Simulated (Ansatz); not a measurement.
Predict the output of the script below (the Ansatz DFT code, driven from Python).

The script reads `input.yaml`:
```yaml
crystal:
  periodic: [false, false, false]
  atoms:
    - { symbol: C, position_ang: [-0.769, 0.4853, -0.6287] }
    - { symbol: C, position_ang: [-0.1566, -0.7265, -0.0881] }
    - { symbol: Si, position_ang: [1.2854, -0.433, 1.0088] }
    - { symbol: H, position_ang: [-1.5919, 0.2685, -1.2804] }
    - { symbol: H, position_ang: [-0.1172, 1.1122, -1.2629] }
    - { symbol: H, position_ang: [-1.1931, 1.188, 0.1627] }
    - { symbol: H, position_ang: [0.1889, -1.3498, -0.9243] }
    - { symbol: H, position_ang: [-0.8633, -1.2826, 0.4616] }
    - { symbol: H, position_ang: [0.9195, 0.3871, 2.2462] }
    - { symbol: H, position_ang: [2.3803, 0.2995, 0.3079] }
magnetization:
  spin_polarized: true
  initial_magnetization: 1
basis:
  gaussian: { orbitals: cc-pVDZ }
hamiltonian:
  xc: r2scan
output:
  forces: true
```

`deck_c2h7si.py`:
```python
"""Run C2H7Si from an input written out key by key."""

import ansatz as az
import numpy as np
import pandas as pd


def main() -> None:
    session = az.Session.from_deck("input.yaml")
    summary = session.plan(threads=1).execute().report

    for key in ("converged", "free_energy_ev", "reference_energy_ev", "n_frozen", "n_occupied", "n_virtual"):
        print(f"{key:22s} {summary[key]}")
    symbols = ["C", "C", "Si", "H", "H", "H", "H", "H", "H", "H"]

    forces = np.array(summary["forces_ev_ang"])
    print("largest force", round(float(np.linalg.norm(forces, axis=1).max()), 4), "eV/A, rms", round(float(np.sqrt((forces ** 2).mean())), 4))
    charges = summary["charge_distribution"]
    table = pd.DataFrame({"atom": symbols, "mulliken": charges["mulliken_charges_e"], "lowdin": charges["lowdin_charges_e"]})
    print(table.round(3).to_string())
    print("dipole (e A):", np.round(charges["dipole_moment_e_ang"], 4) + 0.0)


if __name__ == "__main__":
    main()
```

```console
$ python deck_c2h7si.py
converged              True
free_energy_ev         -10062.049015973244
reference_energy_ev    -10062.049015973244
n_frozen               0
n_occupied             [17, 16]
n_virtual              [64, 65]
largest force 3.1846 eV/A, rms 0.8552
  atom  mulliken  lowdin
0    C    -0.072  -0.022
1    C    -0.164  -0.118
2   Si     0.124   0.173
3    H     0.026   0.000
4    H     0.041   0.019
5    H     0.045   0.031
6    H     0.052   0.032
7    H     0.045   0.012
8    H    -0.048  -0.062
9    H    -0.048  -0.065
dipole (e A): [-0.1894 -0.0619 -0.16  ]
```

Total energies depend on the basis set; only differences at equal settings carry meaning. The geometry is a force-field or estimated start, not a minimum of this method, and the basis set is short of its limit. The run takes the species as open-shell (spin multiplicity 2), which needn't be its ground state. The Löwdin charges here are taken after orthogonalising the functions within each atom; they differ from plain Löwdin charges, and their signs can be unphysical. Wall time of the script: 9.1 s on 1 thread of Arm Neoverse V1, with other jobs on the host, peak memory 0.26 GiB.
